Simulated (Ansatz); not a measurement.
# NH3 (ammonia): CCSDT/6-31G

What is the energy change on altering one bond length of NH3 (ammonia) at CCSDT/6-31G? 

Program for the calculation: Ansatz 0.2.0.

48 further runs of the same task are left out: 48 set aside as unsound or not needed.

## Step 1: The molecule

NH3: 4 atoms, total charge 0, spin state singlet. SMILES: `N`. The coordinates come from a PBE0-D4/def2-TZVP relaxation.

Bond lengths: N1–H2 1.013 Å, N1–H3 1.013 Å, N1–H4 1.013 Å. Angles: H2–N1–H3 107.1°, H2–N1–H4 107.1°, H3–N1–H4 107.1°.

## Step 2: The energy at CCSDT/6-31G

in.yaml

```yaml
basis:
  gaussian: {orbitals: 6-31G}
crystal:
  periodic: [false, false, false]
  atoms:
    - {symbol: N, position_ang: [-0.069910, 0.249470, 0.110930]}
    - {symbol: H, position_ang: [0.490470, -0.301820, 0.749180]}
    - {symbol: H, position_ang: [-0.887480, -0.301940, -0.118910]}
    - {symbol: H, position_ang: [0.466920, 0.354280, -0.741200]}
correlation: {method: ccsdt, frozen_orbitals: {H: 0, "N": 1}}
accuracy: high
scf: {omitted_lower_state_checks: [cluster_reference, increment]}
```

Command:

```console
$ ansatz run in.yaml --threads 1 --pin off --max-ram 3480MiB --events-out events.jsonl --progress --plain --runs-dir runs
```

What it wrote (excerpt; [...] marks lines left out):

```text
Warning: RAYON_NUM_THREADS=1 ignored (pool sized by the plan → 1); use --threads N
Functional definition: HF
  name "HF"
[...]
351 factors; integrals over basis functions are off by at most 8.1e-9 eV
[...]
mean field -1528.22837851 eV, -56.1613570397 hartree, gradient 2.1e-8 eV, S^2 0.000000; 0 other end points of the search recorded, 0 dependent functions left out
1 core orbitals not correlated: weight in the atoms' cores, before any rotation towards them, 1.000 or more for the frozen orbitals, at most 0.000 for the correlated occupied ones
reference -1528.22837851 eV, -56.1613570397 hartree; 4, 4 occupied and 10, 10 virtual orbitals, 351 factors
second order -3.15085813 eV of doubles, -0.00000000 eV of singles
cycle   1  -3.36378656 eV  change   -2.1e-1 eV  update   3.9e-2
[...]
cycle  19  -3.54197921 eV  change   8.1e-11 eV  update  2.3e-10
Total energy: -1531.77035772 eV, -56.2915223750 hartree
Checks for a lower state left out: cluster_reference, increment
```

Run time: 0.16 s. Hardware: 1 thread of Intel Xeon 6975P-C (Granite Rapids), shared host.

## Step 3: The distorted shape, same level

input.yaml

```yaml
crystal:
  periodic: [false, false, false]
  atoms:
    - symbol: "N"
      position_ang: [-0.209994, 0.387282, -0.048620]
    - symbol: H
      position_ang: [0.490470, -0.301820, 0.749180]
    - symbol: H
      position_ang: [-1.027564, -0.164128, -0.278460]
    - symbol: H
      position_ang: [0.326836, 0.492092, -0.900750]
basis:
  gaussian:
    orbitals: 6-31G
correlation:
  method: ccsdt
  frozen_orbitals: {H: 0, "N": 1}
scf:
  omitted_lower_state_checks: [cluster_reference, increment]
accuracy: high
```

Command:

```console
$ ansatz run input.yaml --threads 1 --pin off --max-ram 3480MiB --events-out events.jsonl --progress --plain --runs-dir runs
```

What it wrote (excerpt; [...] marks lines left out):

```text
Warning: RAYON_NUM_THREADS=1 ignored (pool sized by the plan → 1); use --threads N
[... 2 set-up lines as earlier in the session ...]
[...]
350 factors; integrals over basis functions are off by at most 1.2e-8 eV
[...]
mean field -1527.22637289 eV, -56.1245340126 hartree, gradient 4.8e-8 eV, S^2 0.000000; 0 other end points of the search recorded, 0 dependent functions left out
1 core orbitals not correlated: weight in the atoms' cores, before any rotation towards them, 1.000 or more for the frozen orbitals, at most 0.000 for the correlated occupied ones
reference -1527.22637289 eV, -56.1245340126 hartree; 4, 4 occupied and 10, 10 virtual orbitals, 350 factors
second order -3.35220559 eV of doubles, -0.00000000 eV of singles
cycle   1  -3.56651897 eV  change   -2.1e-1 eV  update   4.8e-2
[...]
cycle  22  -3.80878295 eV  change  -1.4e-11 eV  update  4.4e-10
Total energy: -1531.03515584 eV, -56.2645042044 hartree
Checks for a lower state left out: cluster_reference, increment
```

It took 0.18 s on 1 thread of Intel Xeon 6975P-C (Granite Rapids), shared host.

## Step 4: Summary of results

At CCSDT/6-31G, 1 core orbital frozen:

| quantity | value |
| --- | --- |
| first shape: total energy | -56.29152 Eh |
| first shape: correlation energy (1 core orbital frozen) | -130.2 mEh |
| first shape: T1 diagnostic | 0.006 |
| distorted shape: total energy | -56.26450 Eh |
| distorted shape: correlation energy (1 core orbital frozen) | -140.0 mEh |
| distorted shape: T1 diagnostic | 0.008 |
| energy change with the N1–H2 bond stretched from 1.013 to 1.266 Å | 0.735 eV |

With the N1–H2 bond stretched from 1.013 to 1.266 Å the energy rises by 0.74 eV (70.9 kJ/mol). The first shape isn't relaxed at this level, so the change isn't measured from a minimum.
